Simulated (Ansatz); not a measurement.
# AlSO (doublet): wave-function methods side by side, def2-QZVPP

The task here is to estimate one member of a computed series from the others.

Method: def2-QZVPP, core rule «outside noble gas», up to 11 orbitals frozen; program: Ansatz 0.2.0, Gaussian basis.

To be run: UHF; ROHF; CCSD(T) on UHF.

2 further runs of the same task are left out: 2 set aside as unsound or not needed.

## What is computed

The geometry is a PBE0/def2-TZVP stationary point (not a proven minimum).

3 atoms, charge 0, spin multiplicity 2.

Atoms are counted from 1 here; the program's logs count them from 0.

Bond lengths: Al1–O2 1.721 Å, O2–S3 1.597 Å. Angles: Al1–O2–S3 180.0°.

Geometry (Å):

```xyz
3

Al    0.00000    0.00000    1.67960
O     0.00000    0.00000   -0.04110
S     0.00000    0.00000   -1.63850
```

The first run:

Contents of in.yaml:

```yaml
crystal:
  periodic: [false, false, false]
  atoms:
    - {symbol: Al, position_ang: [0.000000, 0.000000, 1.679600]}
    - {symbol: O, position_ang: [0.000000, 0.000000, -0.041100]}
    - {symbol: S, position_ang: [0.000000, 0.000000, -1.638500]}
basis:
  gaussian: {orbitals: "def2-QZVPP.json"}
magnetization: {spin_polarized: true, initial_magnetization: 1}
hamiltonian: {xc: hf}
output: {orbitals: {seedname: orbitals}}
```

Run with:

```
ansatz run in.yaml --threads 1 --pin off --events-out ev --progress --plain --max-ram 2393MiB
```

Among the steps run: UHF; ROHF; CCSD(T) on UHF.

One table of the session follows, with a row left open; its other results are not shown here.

It belongs to the step «Misses and costs». 

```
  method  from UCCSD(T) (kcal/mol)
    ROHF                   +324.46
     UHF                   +320.54
    UMP2                    +27.96
   UCCSD                         ?
UCCSD(T)                         0
```

Estimate the missing values for UCCSD.

**Answer.** from UCCSD(T) (kcal/mol): +14.38. In the column «from UCCSD(T) (kcal/mol)» it lies between UCCSD(T) (0) and UMP2 (+27.96).
